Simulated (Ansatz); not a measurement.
Geometry optimisation, RKS r2SCAN-D4/def2-SVP in Ansatz 0.2.0.

input.yaml

```yaml
crystal:
  periodic: [false, false, false]
  atoms:
    - { symbol: B, position_ang: [-0.4687, 0.5857, -1.0475] }
    - { symbol: C, position_ang: [0.5775, -0.0741, -0.1539] }
    - { symbol: B, position_ang: [1.21449, -1.31608, -0.90997] }
    - { symbol: H, position_ang: [-1.3745, 0.0271, -1.4528] }
    - { symbol: H, position_ang: [-0.3885, 1.7552, -1.3917] }
    - { symbol: H, position_ang: [0.08757, -0.40753, 0.80175] }
    - { symbol: H, position_ang: [1.36891, 0.6687, 0.10314] }
    - { symbol: H, position_ang: [1.13703, -2.39651, -0.35201] }
    - { symbol: H, position_ang: [1.81262, -1.22978, -1.88277] }
basis:
  gaussian: { orbitals: def2-SVP }
hamiltonian:
  xc: r2scan
  dispersion: d4
relax:
  f_tol: 0.015
  max_steps: 40
```

Command:

```bash
$ ansatz run input.yaml --threads 1 --pin off --max-ram 2048MiB --backend cpu --events-out ev --progress --plain --runs-dir out
```

Task: Where does it end, and by what steps?

Result: The run converged. After 13 steps the energy has fallen by 0.311 eV; H8 moved furthest, 0.86 Å.

```tsv
step	energy less start (eV)	largest force component (eV/Å)	accepted
0	0.0000	2.357	yes
1	-0.1406	1.245	yes
2	-0.2462	0.121	yes
3	-0.2693	0.112	yes
4	-0.2761	0.376	yes
5	-0.2931	0.094	yes
6	-0.2945	0.049	yes
7	-0.2908	0.290	no
8	-0.2987	0.041	yes
9	-0.3014	0.164	yes
10	-0.3095	0.089	yes
11	-0.3104	0.039	yes
12	-0.3103	0.034	no
13	-0.3105	0.009	yes
```

```xyz
9
Properties=species:S:1:pos:R:3
B -0.527 0.526 -1.011
C 0.699 0.032 -0.191
B 1.243 -1.259 -0.869
H -1.511 -0.172 -1.104
H -0.513 1.592 -1.581
H 0.225 -0.368 0.733
H 1.455 0.798 0.026
H 0.541 -2.240 -0.947
H 2.355 -1.298 -1.342
```

Whether the end is a true minimum wasn't checked by a vibrational analysis.

Run time: 39 s on 1 thread of Arm Neoverse V1 (shared host), peak memory 0.12 GiB.
